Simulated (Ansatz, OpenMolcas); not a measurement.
# CClF2 (SMILES F[C](F)Cl): the energy, rung by rung

The species is CClF2 (4 atoms), meant as a doublet with charge 0. As SMILES, `F[C](F)Cl`. Geometry: relaxed at PBE0-D4/def2-TZVP.

```xyz
4

F     0.0262    0.1693    1.2946
C    -0.2306   -0.1902    0.0564
F     0.5730   -1.1607   -0.3186
Cl   -0.3130    1.1212   -1.0527
```

Quantity: the energy change with the C2–Cl4 bond stretched from 1.719 to 2.579 Å, in eV. The values are calculated.

```json
{"level": "UHF/STO-3G", "kind": "Hartree–Fock", "program": "Ansatz", "value (eV)": "1.57", "CPU time (all runs)": "0.5 s"}
{"level": "USVWN5/STO-3G", "kind": "LDA", "program": "Ansatz", "value (eV)": "1.26", "CPU time (all runs)": "2.3 s"}
{"level": "USlater/jul-cc-pV(D+d)Z", "kind": "LDA", "program": "OpenMolcas", "value (eV)": "1.64", "CPU time (all runs)": "55 s"}
{"level": "U-revPBE/STO-3G", "kind": "GGA", "program": "Ansatz", "value (eV)": "0.71", "CPU time (all runs)": "4 s"}
{"level": "UBLYP/STO-3G", "kind": "GGA", "program": "Ansatz", "value (eV)": "0.56", "CPU time (all runs)": "3.9 s"}
{"level": "UPBE/STO-3G", "kind": "GGA", "program": "Ansatz", "value (eV)": "?", "CPU time (all runs)": "3.9 s"}
{"level": "U-r2SCAN/STO-3G", "kind": "meta-GGA", "program": "Ansatz", "value (eV)": "1.03", "CPU time (all runs)": "10 s"}
{"level": "U-r2SCAN0/STO-3G", "kind": "hybrid meta-GGA", "program": "Ansatz", "value (eV)": "1.46", "CPU time (all runs)": "10 s"}
{"level": "UB3LYP/STO-3G", "kind": "global hybrid", "program": "Ansatz", "value (eV)": "1.02", "CPU time (all runs)": "3.9 s"}
{"level": "UBHLYP/STO-3G", "kind": "global hybrid", "program": "Ansatz", "value (eV)": "?", "CPU time (all runs)": "3.9 s"}
```

Problem. Estimate what the levels marked ? give.

Solution. As computed at these levels: UPBE/STO-3G: 0.85 eV; UBHLYP/STO-3G: 1.49 eV. The first shape isn't each level's own minimum. The values span 0.56 to 1.64 eV. Spin contamination of the reference (⟨S²⟩ at least 0.1 too high) touches UHF/STO-3G. CPU times are rough (shared hosts, several kinds of processor): they show what a rung costs within a factor of a few.
